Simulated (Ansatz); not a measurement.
Geometry optimisation, Ansatz, RKS r2SCAN/def2-SVPD.

Input:

```yaml
crystal:
  periodic: [false, false, false]
  atoms:
    - { symbol: Al, position_ang: [0.031302, -0.632793, -0.293674] }
    - { symbol: H, position_ang: [0.124556, 0.296335, 2.299456] }
    - { symbol: H, position_ang: [1.368447, 0.199448, -0.515802] }
    - { symbol: H, position_ang: [-1.372618, -0.040602, -0.744069] }
    - { symbol: P, position_ang: [0.016254, -2.649621, 0.802247] }
    - { symbol: H, position_ang: [-0.564236, -3.350546, -0.302094] }
    - { symbol: H, position_ang: [1.363026, -3.002907, 0.479051] }
    - { symbol: H, position_ang: [-0.019031, -0.397213, 2.160884] }
basis:
  gaussian: { orbitals: def2-SVPD }
hamiltonian:
  xc: r2scan
relax:
  f_tol: 0.03
  max_steps: 50
```

Launched with:

```bash
$ ansatz run input.yaml --threads 4 --pin off --max-ram 5120MiB --backend cpu --events-out ev --progress --plain --runs-dir out
```

**Question.** Where does it end, and by what steps?

**Answer.** The forces met the threshold. After 13 steps the energy has fallen by 0.182 eV; H8 moved furthest, 0.67 Å.

| step | energy less start (eV) | largest force component (eV/Å) | accepted |
| --- | --- | --- | --- |
| 0 | 0.0000 | 1.658 | yes |
| 1 | -0.0926 | 0.475 | yes |
| 2 | -0.1054 | 0.663 | yes |
| 3 | -0.1450 | 0.590 | yes |
| 4 | -0.1646 | 0.345 | yes |
| 5 | -0.1703 | 0.176 | yes |
| 6 | -0.1754 | 0.051 | yes |
| 7 | -0.1765 | 0.043 | yes |
| 8 | -0.1770 | 0.047 | yes |
| 9 | -0.1774 | 0.135 | yes |
| 10 | -0.1779 | 0.082 | yes |
| 11 | -0.1793 | 0.247 | yes |
| 12 | -0.1809 | 0.048 | yes |
| 13 | -0.1819 | 0.029 | yes |

```xyz
8
Properties=species:S:1:pos:R:3
Al 0.094 -0.676 0.017
H 0.236 0.397 1.923
H 1.427 0.177 -0.150
H -1.315 -0.087 -0.426
P 0.224 -2.901 0.752
H -0.667 -3.384 -0.255
H 1.405 -3.189 0.001
H -0.457 0.085 2.023
```

Whether the end is a true minimum wasn't checked by a vibrational analysis.

Time of the run: 15 s on 4 threads of Arm Neoverse V2, on a shared host, peak memory 0.18 GiB.
